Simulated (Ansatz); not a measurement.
# CH4OSi: vertical ionisation energy

An exercise on one series of results from a longer session: the logs are not shown, and one member is left open.

The runs use Ansatz 0.2.0, Gaussian basis; unrestricted cation, the program's frozen cores in correlated methods.

Plan: UKS PBE-D4/def2-TZVPP; UKS r2SCAN-D4/def2-TZVPP; UKS PBE0-D4/def2-TZVPP; UKS B3LYP-D4/def2-TZVPP; UKS wB97X-V/def2-TZVPP; UKS wB97M-V/def2-TZVPP; UKS B2PLYP/def2-TZVPP; UHF-CCSD(T)/def2-TZVPP; UHF-MP2/def2-QZVPP; extrapolation to the limit; then −ε(HOMO) from the neutral's earlier runs with LDA (SPW92), PBE-D4, revPBE-D4, BLYP-D4, r2SCAN-D4, B97M-V, PBE0-D4, B3LYP-D4, r2SCANh-D4, r2SCAN0-D4, HSE06-D4, BHLYP-D4, CAM-B3LYP-D4, LC-ωPBE, ωB97X-V, ωB97M-V.

## The relaxed structure

An earlier PBE0-D4 in a triple-zeta def2 set relaxation fixed the geometry.

SMILES `CO[SiH]`, 7 atoms, charge 0, spin multiplicity 1.

Atoms are counted from 1 here; the program's logs count them from 0.

Bond lengths: C1–O2 1.410 Å, C1–H4 1.092 Å, C1–H5 1.095 Å, C1–H6 1.092 Å, O2–Si3 1.639 Å, Si3–H7 1.552 Å. Angles: O2–C1–H4 109.2°, O2–C1–H5 110.9°, O2–C1–H6 109.2°, H4–C1–H5 109.5°, H4–C1–H6 108.5°, H5–C1–H6 109.5°, C1–O2–Si3 130.6°, O2–Si3–H7 97.1°.

The first run:

The input, in.yaml:

```yaml
crystal:
  periodic: [false, false, false]
  atoms:
    - {symbol: C, position_ang: [-0.512364, 0.485490, -0.338458]}
    - {symbol: O, position_ang: [-0.443243, -0.446463, 0.717588]}
    - {symbol: Si, position_ang: [0.796927, -1.387297, 1.229891]}
    - {symbol: H, position_ang: [-1.296424, 0.180816, -1.035502]}
    - {symbol: H, position_ang: [0.443831, 0.547489, -0.868667]}
    - {symbol: H, position_ang: [-0.769281, 1.467508, 0.065378]}
    - {symbol: H, position_ang: [1.841655, -0.915643, 0.184069]}
basis:
  gaussian: {orbitals: def2-TZVPP}
total_charge: 1
magnetization: {spin_polarized: true, initial_magnetization: 1}
hamiltonian: {xc: pbe, dispersion: d4}
```

Steps of the session up to this table: Cation, UKS PBE-D4/def2-TZVPP; Cation, UKS r2SCAN-D4/def2-TZVPP; Cation, UKS PBE0-D4/def2-TZVPP; Cation, UKS B3LYP-D4/def2-TZVPP; Cation, UKS wB97X-V/def2-TZVPP; Cation, UKS wB97M-V/def2-TZVPP; Cation, UKS B2PLYP (frozen core)/def2-TZVPP; Cation, UHF-CCSD(T)/def2-TZVPP; Cation, UHF-MP2/def2-QZVPP.

One table of the session follows, with a row left open; its other results are not shown here.

Orbital estimates, from the neutral's runs:

| functional | −ε(HOMO) (eV) |
| --- | --- |
| LDA (SPW92) | 5.50 |
| PBE-D4 | 5.44 |
| revPBE-D4 | 5.42 |
| BLYP-D4 | 5.33 |
| r2SCAN-D4 | ? |
| B97M-V | 5.75 |
| PBE0-D4 | 6.53 |
| B3LYP-D4 | 6.36 |
| r2SCANh-D4 | 6.05 |
| r2SCAN0-D4 | 6.65 |
| HSE06-D4 | 6.13 |
| BHLYP-D4 | 7.51 |
| CAM-B3LYP-D4 | 7.83 |
| LC-ωPBE | 9.12 |
| ωB97X-V | 8.81 |
| ωB97M-V | 8.63 |

Estimate the missing values for r2SCAN-D4.

Worked estimate for «−ε(HOMO) (eV)». Against the share of exact exchange, r2SCANh-D4 (0.1, 6.05), r2SCAN0-D4 (0.25, 6.65) give a slope of 4.00 per unit share; at 0 the line stands at 5.65.

The run gave: −ε(HOMO) (eV): 5.65. In «−ε(HOMO) (eV)» the line misses by 0.00.
